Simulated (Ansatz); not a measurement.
# SiPH₃ (triplet): from Hartree-Fock to the top rungs, cc-pVDZ

How much of the correlation energy of SiPH₃ (triplet) does each wave-function method recover here?

Method: cc-pVDZ, core rule «outside noble gas», up to 10 orbitals frozen; program: Ansatz 0.2.0, Gaussian basis.

Plan: UHF; CCSD(T) on ROHF; CCSD(T) on UHF; BCCD(T) on ROHF; CISD as a restricted active space (open shells left free, so some higher excitations enter); CCSDT(Q) on ROHF; CCSDT(Q) on UHF; CASSCF and NEVPT2, 12 electrons in 11 orbitals.

17 further runs of the same task are left out: 8 that didn't finish, 9 set aside as unsound or not needed. Runs told in other sessions of the task aren't counted.

### 1 The geometry

The geometry is a PBE0/def2-TZVP stationary point (not a proven minimum).

5 atoms, charge 0, spin multiplicity 3.

Atoms are counted from 1 here; the program's logs count them from 0.

Bond lengths: Si1–P2 2.245 Å, Si1–H3 1.494 Å, Si1–H4 1.494 Å, P2–H5 1.424 Å. Angles: P2–Si1–H3 109.9°, P2–Si1–H4 109.9°, H3–Si1–H4 107.8°, Si1–P2–H5 95.3°.

### 2 UHF

in.yaml

```yaml
crystal:
  periodic: [false, false, false]
  atoms:
    - {symbol: Si, position_ang: [-0.115193, 0.000000, 1.136422]}
    - {symbol: P, position_ang: [0.110612, 0.000000, -1.097420]}
    - {symbol: H, position_ang: [0.548626, -1.206414, 1.714912]}
    - {symbol: H, position_ang: [0.548640, 1.206407, 1.714913]}
    - {symbol: H, position_ang: [-1.286574, 0.000008, -1.371929]}
basis:
  gaussian: {orbitals: cc-pVDZ}
magnetization: {spin_polarized: true, initial_magnetization: 2}
hamiltonian: {xc: hf}
output: {orbitals: {seedname: orbitals}}
```

Started as:

```sh
> ansatz run in.yaml --threads 1 --pin off --events-out ev --progress --plain --max-ram 2393MiB
```

After this run come: CCSD(T) on ROHF; CCSD(T) on UHF; BCCD(T) on ROHF; CISD as a restricted active space (open shells left free, so some higher excitations enter); CCSDT(Q) on ROHF; CCSDT(Q) on UHF; CASSCF and NEVPT2, 12 electrons in 11 orbitals.

Before running them: what should the planned runs give, taken together? Wanted: UCCSDT(Q) from the RHF energy; RMP2 from UCCSDT(Q); UMP2 from UCCSDT(Q); RCCSD from UCCSDT(Q); RCCSD(T) from UCCSDT(Q); UCCSD(T) from UCCSDT(Q); RCCSDT(Q) from UCCSDT(Q); NEVPT2 valence from UCCSDT(Q); T1 diagnostic.

**Answer**, as computed:

| quantity | value |
| --- | --- |
| UCCSDT(Q) from the ROHF energy | -6.5211 eV |
| RMP2 from UCCSDT(Q) | +30.90 kcal/mol |
| UMP2 from UCCSDT(Q) | +31.23 kcal/mol |
| RCCSD from UCCSDT(Q) | +5.12 kcal/mol |
| RCCSD(T) from UCCSDT(Q) | +1.03 kcal/mol |
| UCCSD(T) from UCCSDT(Q) | +1.03 kcal/mol |
| RCCSDT(Q) from UCCSDT(Q) | +0.02 kcal/mol |
| NEVPT2 valence from UCCSDT(Q) | +28.68 kcal/mol |
| levels within 1 kcal/mol (43 meV) | RCCSDT, UCCSDT, RCCSDT(Q) |
| T1 diagnostic | 0.023 |
| effectively unpaired electrons | 2.02 |

What this shows: RCCSD(T) misses by +1.03 kcal/mol, 0.7 % of the correlation energy. One determinant dominates. These misses are within one basis, not against nature; the frozen cores of restricted and unrestricted runs differ, which can shift their rows.

With open shells the CI space here admits some higher excitations, so it is larger than plain CISD.
